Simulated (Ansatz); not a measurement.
# CH6OSi: the cost of one run

Method: RKS PBE-D4/def2-SVP, in Ansatz 0.2.0.

## 1. The structure to begin with

Bond lengths: C1–O2 1.350 Å, O2–Si3 1.653 Å, C1–H4 1.052 Å, C1–H5 1.130 Å, C1–H6 1.133 Å, Si3–H7 1.534 Å, Si3–H8 1.418 Å, Si3–H9 1.533 Å. Angles: C1–O2–Si3 117.3°, O2–C1–H4 113.3°, O2–C1–H5 110.9°, O2–C1–H6 114.8°, H4–C1–H5 103.7°, H4–C1–H6 108.9°, H5–C1–H6 104.3°, O2–Si3–H7 108.4°, O2–Si3–H8 110.4°, O2–Si3–H9 109.5°, H7–Si3–H8 110.0°, H7–Si3–H9 107.3°, H8–Si3–H9 111.1°.

As a file:

```xyz
9

C    -0.3940    0.9549   -0.7665
O     0.6529    0.1385   -0.5225
Si    0.4782   -0.9812    0.6813
H    -1.2544    0.4424   -1.0879
H    -0.1669    1.6584   -1.6206
H    -0.6740    1.6379    0.0925
H     1.7876   -1.7709    0.8032
H    -0.5927   -1.8624    0.3863
H     0.2517   -0.2640    2.0172
```

## 2. End point A

The input, input.yaml:

```yaml
crystal:
  periodic: [false, false, false]
  atoms:
    - { symbol: C, position_ang: [-0.394, 0.9549, -0.7665] }
    - { symbol: O, position_ang: [0.6529, 0.1385, -0.5225] }
    - { symbol: Si, position_ang: [0.4782, -0.9812, 0.6813] }
    - { symbol: H, position_ang: [-1.2544, 0.4424, -1.0879] }
    - { symbol: H, position_ang: [-0.1669, 1.6584, -1.6206] }
    - { symbol: H, position_ang: [-0.674, 1.6379, 0.0925] }
    - { symbol: H, position_ang: [1.7876, -1.7709, 0.8032] }
    - { symbol: H, position_ang: [-0.5927, -1.8624, 0.3863] }
    - { symbol: H, position_ang: [0.2517, -0.264, 2.0172] }
basis:
  gaussian: { orbitals: def2-SVP }
hamiltonian:
  xc: pbe
  dispersion: d4
relax:
  f_tol: 0.015
  max_steps: 40
```

Started as:

```sh
> ansatz run input.yaml --threads 1 --pin off --max-ram 2048MiB --backend cpu --events-out ev --progress --plain --runs-dir out
```

Q: Estimate wall time and peak memory on 1 thread of Arm Neoverse V1, shared host.

About 14 s, with a peak of 0.13 GiB.
